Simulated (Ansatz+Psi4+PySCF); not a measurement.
Two shapes of triplet C4.

Shape 1:

```xyz
4

C     0.0206   -0.0178   -1.9374
C     0.0081   -0.0175   -0.6220
C    -0.0245    0.0115    0.6320
C     0.0098   -0.0229    1.9332
```

Shape 2:

```xyz
4

C    -0.3679   -1.5992   -1.0534
C    -0.1217   -0.5290   -0.3484
C     0.1217    0.5290    0.3484
C     0.3679    1.5992    1.0534
```

Basis set: cc-pVTZ (spherical functions). Frozen core: 4 orbitals. Correlation on ROHF uses semicanonical orbitals with singles. Charge 0, multiplicity 3.

Computed with Ansatz (development build ahead of 0.2.0) and Psi4 1.11; each method stands on the lowest determinant of its kind that the runs found.

Question: Which shape is lower in energy, and by how much in each method?

Answer:

```
  method  E(2) − E(1) (eV)
    ROHF            -0.044
     UHF            -0.011
ROHF-MP2             0.021
 UHF-MP2            -0.054
```

The methods disagree on the order. Caution for ROHF, ROHF-MP2: an unrestricted determinant lies well below; the determinant breaks the point group. Caution for UHF, UHF-MP2: the unrestricted determinant is spin contaminated. Caution for ROHF-MP2: large amplitudes, a single reference is doubtful; another reference gives a lower total. Caution for UHF-MP2: large share of triples, a single reference is doubtful.
